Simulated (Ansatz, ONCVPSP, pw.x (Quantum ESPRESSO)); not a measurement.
# pw.x on diamond Ge: one setting changed

Potential: optimised norm-conserving Vanderbilt (ONCV), ONCVPSP 4.0.1.1 (patched build), PBE; core [Ar] 3d10, reference 4s2 4p2; waves: 4s: rc 1.65 bohr, ncon 3, nbas 7, qcut 4.1 1/bohr, 2 projectors, debl 3 Ha; 4p: rc 1.95 bohr, ncon 3, nbas 7, qcut 4.8 1/bohr, 2 projectors, debl 0.8 Ha; d scattering state at 0.26 Ha: rc 2.00 bohr, ncon 4, nbas 7, qcut 5.4 1/bohr, 2 projectors, debl 3.7 Ha; local part: polynomial inside 1.50 bohr (lpopt 5, dvloc0 0 Ha); core correction: none.

The reference run (k-mesh 8³, cutoffs 75/300 Ry, Fermi–Dirac 0.01 Ry, mixing_beta 0.4, conv_thr 1e-9, no spin) gives 0.39 GPa at 23.951 Å³/atom, where all-electron LAPW gives 0.00 GPa. This run, with its own iteration cap, changes k-mesh shift to 1.

```
&control
  calculation='scf', prefix='x', pseudo_dir='./', outdir='./tmp', tstress=.true., disk_io='none'
/
&system
  ibrav=0, nat=2, ntyp=1, ecutwfc=75, ecutrho=300, nbnd=11,
  occupations='smearing', smearing='fd', degauss=0.01
/
&electrons
  conv_thr=1e-09, mixing_beta=0.4, electron_maxstep=60
/
ATOMIC_SPECIES
Ge 1.0 Ge.UPF
CELL_PARAMETERS angstrom
  0.00000000 2.88253474 2.88253474
  2.88253474 0.00000000 2.88253474
  2.88253474 2.88253474 0.00000000
ATOMIC_POSITIONS crystal
Ge 0.0000 0.0000 0.0000
Ge 0.2500 0.2500 0.2500
K_POINTS automatic
8 8 8 1 1 1
```

```bash
pw.x < Ge.scf.in > Ge.scf.out
```

**Question.** How does the run end?

**Answer.** It converges in 8 iterations; the free energy moves by -4.3 meV/atom and the pressure by -0.07 GPa.

```
Message from routine setup:
     using ibrav=0 with symmetry is DISCOURAGED, use correct ibrav instead
     lattice parameter (alat)  =       7.7035  a.u.
     unit-cell volume          =     323.2587 (a.u.)^3
     number of electrons       =         8.00
     number of Kohn-Sham states=           11
     kinetic-energy cutoff     =      75.0000  Ry
     charge density cutoff     =     300.0000  Ry
     scf convergence threshold =      1.0E-09
     Exchange-correlation= PBE
     number of k points=    60  Fermi-Dirac smearing, width (Ry)=  0.0100
     iteration #  1     ecut=    75.00 Ry     beta= 0.40
     total energy              =     -15.75192920 Ry
     estimated scf accuracy    <       0.02969411 Ry
     iteration #  2     ecut=    75.00 Ry     beta= 0.40
     total energy              =     -15.75103566 Ry
     estimated scf accuracy    <       0.00929732 Ry
     iteration #  3     ecut=    75.00 Ry     beta= 0.40
     total energy              =     -15.75148815 Ry
     estimated scf accuracy    <       0.00009728 Ry
     [... 2 iterations left out ...]
     iteration #  6     ecut=    75.00 Ry     beta= 0.40
     total energy              =     -15.75156197 Ry
     estimated scf accuracy    <       0.00000014 Ry
     iteration #  7     ecut=    75.00 Ry     beta= 0.40
     total energy              =     -15.75156199 Ry
     estimated scf accuracy    <          6.8E-09 Ry
     iteration #  8     ecut=    75.00 Ry     beta= 0.40
     the Fermi energy is     5.3270 ev
!    total energy              =     -15.75156199 Ry
     estimated scf accuracy    <          8.4E-10 Ry
     smearing contrib. (-TS)   =      -0.00046726 Ry
     The total energy is F=E-TS. E is the sum of the following terms:
     one-electron contribution =       3.49355077 Ry
     hartree contribution      =       1.20578445 Ry
     xc contribution           =      -4.62785144 Ry
     ewald contribution        =     -15.82257851 Ry
     convergence has been achieved in   8 iterations
          total   stress  (Ry/bohr**3)                   (kbar)     P=        3.14
     Message from routine punch:
     Nothing written, as per user request (disk_io='none')
```

The run took about 45 s on one core of a shared host (Neoverse-V1, 32 threads, 126 GiB, load 12).
